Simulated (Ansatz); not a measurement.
C3H4N2 can be A, `CN=C=C=N`, or B, `CC(=N)C#N`.

Isolated molecules relaxed with PBE0-D4/def2-TZVP in Ansatz; ΔE leaves out vibrations. CBS: MP2 limit from def2 TZ/QZ plus the TZ coupled-cluster correction, frozen cores. Functionals use def2-TZVPP. B3LYP here is the variant with VWN-RPA as its local correlation; programs differ in this. One conformer a species, not always the lowest.

Question: Which is lower in electronic energy at CCSD(T)/CBS, and by how much? (Estimate.)

Answer: Computed: B, by 212.4 kJ/mol.

Question: Give E(B) − E(A) in kJ/mol with r2SCAN-D4, HF/def2-TZVPP, PBE0-D4, ωB97M-V, B3LYP, B3LYP-D4, CCSD(T)/def2-SVP. (Best estimate.)

Answer: Computed: r2SCAN-D4 -174.7, HF/def2-TZVPP -240.1, PBE0-D4 -182.9, ωB97M-V -206.9, B3LYP -178.5, B3LYP-D4 -181.3, CCSD(T)/def2-SVP -219.8. None reverses the order clearly.

Question: Does the order hold for the free energy at 298.15 K (harmonic terms from PBE0-D4)? (Best estimate.)

Answer: Ansatz gave: Yes: G(B) − G(A) = -207.8 kJ/mol, for one conformer each.

Largest T1 diagnostic: 0.016.

At CCSD(T), def2-SVP lies −7.3 kJ/mol from the extrapolated value and def2-TZVPP −3.2 kJ/mol. From PBE to PBE0 (25 % exact exchange), in def2-TZVPP and without D4, E(B) − E(A) moves by −21.9 kJ/mol.
